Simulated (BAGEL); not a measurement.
# AlSiNH8 (SMILES [AlH3-][NH2+][SiH3]): a chain of runs

Aim: the energy (HF/cc-pVDZ), then a single-point energy (NEVPT2(2,2)/cc-pVDZ) of AlSiNH8. 

The calculation is run with BAGEL 1.2.2.

1 further run of the same task is left out (set aside as unsound or not needed).

## (1) Starting point

The species is AlSiNH8 (11 atoms), meant as a singlet with charge 0. SMILES: `[AlH3-][NH2+][SiH3]`. The Si3–H11 distance was set to 2.803 Å, away from the relaxed value. At this shape a bond of the SMILES string is far longer than usual.

Bond lengths: Al1–N2 2.069 Å, N2–Si3 1.792 Å, Al1–H4 1.609 Å, Al1–H5 1.602 Å, Al1–H6 1.601 Å, N2–H7 1.016 Å, N2–H8 1.016 Å, Si3–H9 1.487 Å, Si3–H10 1.476 Å. Some angles: Al1–N2–Si3 109.4°, Al1–N2–H7 107.3°, Al1–N2–H8 107.7°, Si3–N2–H7 112.7°, Si3–N2–H8 112.4°, N2–Al1–H4 97.1°, N2–Al1–H5 100.0°, N2–Al1–H6 101.1°, N2–Si3–H9 108.4°, N2–Si3–H10 107.2°.

## (2) The energy at HF/cc-pVDZ (density fitting with svp-jkfit) (run 1)

input.json reads:

```json
{ "bagel": [

{
  "title": "molecule",
  "basis": "cc-pvdz.json",
  "df_basis": "svp-jkfit",
  "angstrom": "true",
  "geometry": [
    { "atom": "Al", "xyz": [   -0.001241,    2.064957,   -0.264955 ] },
    { "atom": "N", "xyz": [    0.870559,    0.997357,    1.278545 ] },
    { "atom": "Si", "xyz": [    1.775059,   -0.394843,    0.604445 ] },
    { "atom": "H", "xyz": [    0.177759,    0.945757,   -1.406555 ] },
    { "atom": "H", "xyz": [    0.992659,    3.319157,   -0.330855 ] },
    { "atom": "H", "xyz": [   -1.478341,    2.289157,    0.310745 ] },
    { "atom": "H", "xyz": [    1.465559,    1.640357,    1.792545 ] },
    { "atom": "H", "xyz": [    0.130359,    0.709057,    1.911745 ] },
    { "atom": "H", "xyz": [    2.550359,   -1.029043,    1.704145 ] },
    { "atom": "H", "xyz": [    2.693659,    0.137057,   -0.420855 ] },
    { "atom": "H", "xyz": [   -0.122500,   -2.197400,   -0.400100 ] }
  ]
},
{
  "title": "hf",
  "charge": 0
},
{
  "title": "print",
  "file": "orbitals.molden",
  "orbitals": "true"
}

]}
```

The basis set cc-pVDZ is read from a file made from the Basis Set Exchange's data (not shown).

Run with:

```
$ BAGEL_NUM_THREADS=1 BAGEL input.json > input.out
```

What it wrote:

```text
* using 1 threads per process

  ===============================================================
  ===============================================================

  *** Geometry ***

  { "atom" : "Al", "xyz" : [     -0.002345,      3.902203,     -0.500692 ] },
  { "atom" : "N", "xyz" : [      1.645118,      1.884732,      2.416100 ] },
  { "atom" : "Si", "xyz" : [      3.354375,     -0.746145,      1.142236 ] },
  { "atom" : "H", "xyz" : [      0.335916,      1.787222,     -2.658004 ] },
  { "atom" : "H", "xyz" : [      1.875854,      6.272298,     -0.625225 ] },
  { "atom" : "H", "xyz" : [     -2.793660,      4.325880,      0.587223 ] },
  { "atom" : "H", "xyz" : [      2.769505,      3.099825,      3.387419 ] },
  { "atom" : "H", "xyz" : [      0.246343,      1.339924,      3.612674 ] },
  { "atom" : "H", "xyz" : [      4.819480,     -1.944609,      3.220367 ] },
  { "atom" : "H", "xyz" : [      5.090278,      0.259000,     -0.795301 ] },
  { "atom" : "H", "xyz" : [     -0.231491,     -4.152484,     -0.756079 ] },

  Number of auxiliary basis functions:      477

  Since a DF basis is specified, we compute 2- and 3-index integrals:
    o Being stored without compression. Storage requirement is 0.031 GB

  Number of basis functions:       90
  Number of electrons      :       42

    * METHOD: MOLECULE                             0.26

  *** RHF ***

  === Nuclear Repulsion ===
   150.7877347214

      * DIIS with orbital gradients will be used.

  === RHF iteration (cc-pvdz.json) ===
      0       -589.63813954          0.01390385           0.08
      1       -589.76177519          0.00913462           0.08
      2       -589.80833415          0.00129058           0.08
      3       -589.81017316          0.00016579           0.08
      4       -589.81020168          0.00004957           0.08
      5       -589.81020442          0.00001196           0.08
      6       -589.81020466          0.00000360           0.08
      7       -589.81020468          0.00000096           0.08
      8       -589.81020468          0.00000035           0.07
      9       -589.81020468          0.00000009           0.07
     10       -589.81020468          0.00000002           0.07
     11       -589.81020468          0.00000001           0.07
    * SCF iteration converged.

    * Permanent dipole moment:
           (   -1.303347,     0.473895,    -1.714604) a.u.

    * METHOD: HF                                   1.12

    * METHOD: PRINT                                0.02

  ===============================================================
```

It took 1.6 s on 1 thread of Arm Neoverse V1, shared host; peak memory 0.15 GiB.

## (3) A single-point energy at NEVPT2(2,2)/cc-pVDZ (density fitting with svp-jkfit) (run 2)

input.json reads:

```json
{ "bagel" : [

{
  "title" : "molecule",
  "basis" : "cc-pvdz.json",
  "df_basis" : "svp-jkfit",
  "angstrom" : "true",
  "geometry" : [
    { "atom" : "Al", "xyz" : [      -0.001241,       2.064957,      -0.264955 ] },
    { "atom" : "N", "xyz" : [       0.870559,       0.997357,       1.278545 ] },
    { "atom" : "Si", "xyz" : [       1.775059,      -0.394843,       0.604445 ] },
    { "atom" : "H", "xyz" : [       0.177759,       0.945757,      -1.406555 ] },
    { "atom" : "H", "xyz" : [       0.992659,       3.319157,      -0.330855 ] },
    { "atom" : "H", "xyz" : [      -1.478341,       2.289157,       0.310745 ] },
    { "atom" : "H", "xyz" : [       1.465559,       1.640357,       1.792545 ] },
    { "atom" : "H", "xyz" : [       0.130359,       0.709057,       1.911745 ] },
    { "atom" : "H", "xyz" : [       2.550359,      -1.029043,       1.704145 ] },
    { "atom" : "H", "xyz" : [       2.693659,       0.137057,      -0.420855 ] },
    { "atom" : "H", "xyz" : [      -0.122500,      -2.197400,      -0.400100 ] }
  ]
},

{
  "title" : "hf",
  "charge" : 0
},

{
  "title" : "casscf",
  "nstate" : 1,
  "nact" : 2,
  "nclosed" : 20,
  "charge" : 0,
  "active" : [21, 22],
  "maxiter" : 200,
  "natocc" : "true"
},

{
  "title" : "nevpt2",
  "nstate" : 1,
  "nact" : 2,
  "nclosed" : 20,
  "charge" : 0,
  "active" : [21, 22],
  "maxiter" : 200,
  "natocc" : "true",
  "ncore" : 11
},

{
  "title" : "print",
  "file" : "orbitals.molden",
  "orbitals" : "true"
}

]}
```

The basis set cc-pVDZ is read from a file made from the Basis Set Exchange's data (not shown).

Run with:

```
$ BAGEL_NUM_THREADS=1 BAGEL input.json > input.out
```

What it wrote:

```text
* using 1 threads per process

  ===============================================================
  ===============================================================

  *** Geometry ***

  { "atom" : "Al", "xyz" : [     -0.002345,      3.902203,     -0.500692 ] },
  { "atom" : "N", "xyz" : [      1.645118,      1.884732,      2.416100 ] },
  { "atom" : "Si", "xyz" : [      3.354375,     -0.746145,      1.142236 ] },
  { "atom" : "H", "xyz" : [      0.335916,      1.787222,     -2.658004 ] },
  { "atom" : "H", "xyz" : [      1.875854,      6.272298,     -0.625225 ] },
  { "atom" : "H", "xyz" : [     -2.793660,      4.325880,      0.587223 ] },
  { "atom" : "H", "xyz" : [      2.769505,      3.099825,      3.387419 ] },
  { "atom" : "H", "xyz" : [      0.246343,      1.339924,      3.612674 ] },
  { "atom" : "H", "xyz" : [      4.819480,     -1.944609,      3.220367 ] },
  { "atom" : "H", "xyz" : [      5.090278,      0.259000,     -0.795301 ] },
  { "atom" : "H", "xyz" : [     -0.231491,     -4.152484,     -0.756079 ] },

  Number of auxiliary basis functions:      477

  Since a DF basis is specified, we compute 2- and 3-index integrals:
    o Being stored without compression. Storage requirement is 0.031 GB

  Number of basis functions:       90
  Number of electrons      :       42

    * METHOD: MOLECULE                             0.26

  *** RHF ***

  === Nuclear Repulsion ===
   150.7877347214

      * DIIS with orbital gradients will be used.

  === RHF iteration (cc-pvdz.json) ===
      0       -589.63813954          0.01390385           0.08
      1       -589.76177519          0.00913462           0.08
      2       -589.80833415          0.00129058           0.08
      3       -589.81017316          0.00016579           0.08
      4       -589.81020168          0.00004957           0.08
      5       -589.81020442          0.00001196           0.08
      6       -589.81020466          0.00000360           0.08
      7       -589.81020468          0.00000096           0.08
      8       -589.81020468          0.00000035           0.08
      9       -589.81020468          0.00000009           0.08
     10       -589.81020468          0.00000002           0.08
     11       -589.81020468          0.00000001           0.08
    * SCF iteration converged.

    * Permanent dipole moment:
           (   -1.303347,     0.473895,    -1.714604) a.u.

    * METHOD: HF                                   1.13

  ---------------------------
      CASSCF calculation
  ---------------------------

    ==== Active orbitals : =====
         Orbital 21
         Orbital 22
    ============================

    * nstate   :      1
    * nclosed  :     20
    * nact     :      2
    * nvirt    :     68
  === CASSCF iteration (cc-pvdz.json) ===

    * Using the second-order algorithm

      0  0      -589.84808390     3.86e-03      0.03

      1  0      -589.87224660     1.02e-03      0.39

      2  0      -589.87323040     2.79e-04      0.42

      3  0      -589.87327328     7.51e-05      0.42

      4  0      -589.87327607     1.95e-05      0.42

      5  0      -589.87327626     5.06e-06      0.42

      6  0      -589.87327627     1.31e-06      0.43

      7  0      -589.87327627     3.37e-07      0.43

      8  0      -589.87327627     8.71e-08      0.40

      9  0      -589.87327627     2.25e-08      0.35

     10  0      -589.87327627     5.81e-09      0.32

    * Second-order optimization converged. *

     guess   0:   closed 1.                   open ..

  === FCI iteration ===

      0  0      -589.80358088     7.71e-02      0.00
      1  0      -589.87255346     7.92e-03      0.00
      2  0 *    -589.87327627     2.42e-16      0.00

     * ci vector, state   0, <S^2> = 0.0000
       2.     0.9109505483
       .2    -0.4125155737

    * METHOD: CASSCF                               4.21

    * freezing 11 orbitals

  === DF-NEVPT2 calculation ===

    * 3-index integral transformation done
    * assembly done

      NEVPT2 correlation energy:   -0.3475912957      0.18

          (+0)     -0.3226327678
          (+0)'    -0.0034677865
          (+1)     -0.0056285225
          (+1)'    -0.0000000000
          (+2)     -0.0001258913
          (-1)     -0.0142009108
          (-1)'     0.0000000000
          (-2)     -0.0015354168

      NEVPT2 total energy:       -590.2208675677

    * METHOD: NEVPT2                               0.33

    * METHOD: PRINT                                0.02

  ===============================================================
```

Wall time 6.3 s (1 thread of Arm Neoverse V1, shared host); peak memory 0.15 GiB.

## (4) Summary of results

| quantity | value |
| --- | --- |
| run 1, HF/cc-pVDZ: total energy | -589.81020 Eh |
| run 1, HF/cc-pVDZ: dipole moment | 5.61 D |
| run 1, HF/cc-pVDZ: HOMO energy | -9.31 eV |
| run 1, HF/cc-pVDZ: LUMO energy | -0.40 eV |
| run 1, HF/cc-pVDZ: HOMO–LUMO gap | 8.91 eV |
| run 2, NEVPT2(2,2)/cc-pVDZ: total energy | -590.22087 Eh |
